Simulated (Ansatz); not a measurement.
Geometry optimisation, RKS PBE0/def2-SVP (Ansatz 0.2.0).

Input:

```yaml
crystal:
  periodic: [false, false, false]
  atoms:
    - { symbol: B, position_ang: [0.0, 0.0, 0.0] }
    - { symbol: "N", position_ang: [1.0346, 0.0, 1.4114] }
    - { symbol: H, position_ang: [0.1576, -0.2713, 1.9414] }
    - { symbol: H, position_ang: [1.9116, 0.2713, 1.9414] }
    - { symbol: H, position_ang: [1.3899, 0.0, -0.0116] }
    - { symbol: F, position_ang: [-1.1431, 0.0, -0.66] }
basis:
  gaussian: { orbitals: def2-SVP }
hamiltonian:
  xc: pbe0
relax:
  f_tol: 0.15
  max_steps: 25
  restrain:
    - { distance: [1, 4], at: 2.26, k: 30.0 }
    - { distance: [0, 1], at: 1.55, k: 30.0 }
    - { distance: [0, 4], at: 1.19, k: 30.0 }
output:
  orbitals: {}
```

Command:

```bash
$ ansatz run input.yaml --threads 1 --pin off --max-ram 2048MiB --backend cpu --events-out ev --progress --plain --runs-dir out
```

Problem. Where does it end, and by what steps?

Solution. It converged. The restraints hold the end off the free minimum. After 6 steps the energy has fallen by 7.123 eV (the restraints' own energy left out); H5 moved furthest, 0.70 Å. The start is strongly strained (largest force component 9 eV/Å).

| step | energy less start (eV) | largest force component (eV/Å) | accepted |
| --- | --- | --- | --- |
| 0 | 0.0000 | 9.455 | yes |
| 1 | -2.6122 | 6.765 | yes |
| 2 | -4.6196 | 5.517 | yes |
| 3 | -6.6845 | 3.363 | yes |
| 4 | -7.0691 | 2.024 | yes |
| 5 | -7.1070 | 2.406 | yes |
| 6 | -7.1233 | 2.738 | yes |

```xyz
6
Properties=species:S:1:pos:R:3
B 0.428 0.019 0.074
N 0.730 -0.010 1.500
H 0.020 -0.143 2.209
H 1.671 0.082 1.857
H 1.333 0.156 -0.689
F -0.832 -0.104 -0.330
```

Run time: 10 s on 1 thread of Arm Neoverse V1, on a shared host, peak memory 0.12 GiB.
